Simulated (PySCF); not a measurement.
Compound: C4H7ClO.
Numbering: `[CH3:1][O:2]/[C:3]([CH3:4])=[CH:5]\[Cl:6]` (hydrogens: H7, H8, H9 on C1; H10, H11, H12 on C4; H13 on C5)

Geometry (PBE0-D3(BJ)/def2-SVP, Å), atoms numbered from 1 in this order:
```xyz
13
C4H7ClO angstrom
C     -1.8537   -0.6771    0.1406
O     -0.4769   -0.9021   -0.0538
C      0.4300    0.0860   -0.0372
C      1.7872   -0.4726   -0.3326
C      0.2890    1.4052    0.1946
Cl    -1.1447    2.3073    0.5675
H     -2.3353   -1.6578    0.0315
H     -2.0650   -0.2785    1.1441
H     -2.2633    0.0146   -0.6105
H      2.5603    0.3052   -0.3338
H      1.7779   -0.9725   -1.3138
H      2.0460   -1.2354    0.4183
H      1.1764    2.0355    0.1552
```

Computed with PySCF at B3LYP/def2-SVPD, non-relativistic, on one gas-phase PBE0-D3(BJ)/def2-SVP geometry that isn't relaxed in the solvent. The solvent is an IEF-PCM continuum (van der Waals radii × 1.2). Only the electrostatic response of the medium enters.

Gas phase at B3LYP/def2-SVPD: HOMO -6.21 eV, LUMO 0.30 eV, dipole 1.10 D.

Question: What does the continuum do to the energy, the frontier levels and the dipole at B3LYP/def2-SVPD in methanol and water?

Answer: 
```tsv
solvent	ε	E(solvent) − E(gas) (kcal/mol)	polarisation term (kcal/mol)	distortion of the solute (kcal/mol)	HOMO (eV)	LUMO (eV)	dipole (D)
methanol	32.61	-2.97	-3.32	0.35	-6.23	0.33	1.41
water	78.36	-3.06	-3.43	0.37	-6.23	0.33	1.41
```

Polarisation term: ½ Σ q·V over the induced surface charges. Distortion: the rise of the solute's own energy as its density leaves the gas-phase optimum. From methanol to water the lowering changes by a factor 1.03, Onsager's factor (ε − 1)/(2ε + 1) by 1.03 and ε itself by 2.4.

Question: Which radius a makes the point-dipole formula ΔE = −[(ε − 1)/(2ε + 1)]·μ²/a³ give the value in water, with the gas-phase dipole?

Answer: μ = 0.433 au and |ΔE| = 0.00487 Eh give a = 1.41 Å; the farthest nucleus lies 2.86 Å from the centroid of the nuclei, so such a sphere wouldn't even hold the nuclei. The formula assumes a rigid point dipole at the centre of a sphere.

Question: Give the dipole vector in the frame of the coordinates (D, pointing from negative to positive charge), gas and water.

Answer: Gas (0.40, -0.98, -0.28), solvent (0.61, -1.22, -0.37). Its length changes by +28 % and its direction by 4°.

Question: How does the static polarisability (B3LYP/def2-SVPD, frozen core, with the continuum's full static response) change?

Answer: 
```csv
medium,isotropic (au),principal values (au),⟨r²⟩ of the electrons (bohr²)
gas,70.3,"51.3, 71.7, 87.8",820.0
methanol,94.1,"71.1, 93.2, 118.1",819.5
water,95.1,"72.1, 93.9, 119.2",819.5
```

The isotropic value in water is 1.35 times the gas-phase one; no cavity-field correction is applied. ⟨r²⟩ is taken about the centre of nuclear charge.
